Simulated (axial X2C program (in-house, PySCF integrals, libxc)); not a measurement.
**HPH: bond lengths and stretches, held linear**

An exercise on one series of results from a longer session: the logs are not shown, and one member is left open.

The runs use an in-house X2C program for linear molecules on PySCF integrals; all-electron X2C, two-component (2c) or spin-free, H dyall-v3z, P dyall-v3z.

All values are calculated.

2 further runs of the same task are left out: 2 set aside as unsound or not needed.

The first run:

task.json reads:

```json
{"zs": [1, 15, 1], "q": 0, "bas": ["dyall-v3z", "dyall-v3z", "dyall-v3z"], "r0": [1.43, 1.43], "symm": 1, "scan": ["PBE0", "HF", "BHandHLYP"], "levels": ["PBE0", "HF", "B3LYP"], "nst": 2}
```

Keys: zs atomic numbers; q charge; bas basis sets; r0 starting distance in Å; symm equal bonds; scan levels of the two-bond scan (MP2 follows by itself at each HF point); levels methods; nst determinants followed.

Started as:

```sh
$ python solin.py task.json out
```

Masses H 1.008, P 30.974, H 1.008 u.

Steps of the session up to this table: Scan at PBE0, 2c; Scan at HF, 2c; Scan at BHandHLYP, 2c.

One of the session's tables, all rows but one given; the rest of the session is left out.

| level | r(H–P) (Å) | r(P–H) (Å) | lower stretch (cm⁻¹) | upper stretch (cm⁻¹) |
| --- | --- | --- | --- | --- |
| PBE0, 2c | 1.382 | 1.382 | 2574.7 | 2723.0 |
| HF, 2c | 1.371 | 1.371 | 2671.7 | 2807.0 |
| BHandHLYP, 2c | 1.370 | 1.370 | 2626.4 | 2776.9 |
| MP2, 2c | 1.376 | 1.376 | 2611.0 | 2776.9 |
| PBE0, spin-free | 1.382 | 1.382 | 2575.1 | 2723.4 |
| HF, spin-free | 1.371 | 1.371 | 2672.0 | 2807.3 |
| BHandHLYP, spin-free | ? | ? | ? | ? |
| MP2, spin-free | 1.375 | 1.375 | 2611.3 | 2777.3 |

**Question.** Estimate the row for BHandHLYP, spin-free.

The run gave: r(H–P) (Å): 1.370; r(P–H) (Å): 1.370; lower stretch (cm⁻¹): 2626.7; upper stretch (cm⁻¹): 2777.3.

Scans not shown above were run alike.

To keep in mind: The molecule was held linear; bending was not examined, so a bent shape may lie lower. Note: functional without a current term on a determinant with orbital currents, of the molecule or an atom.
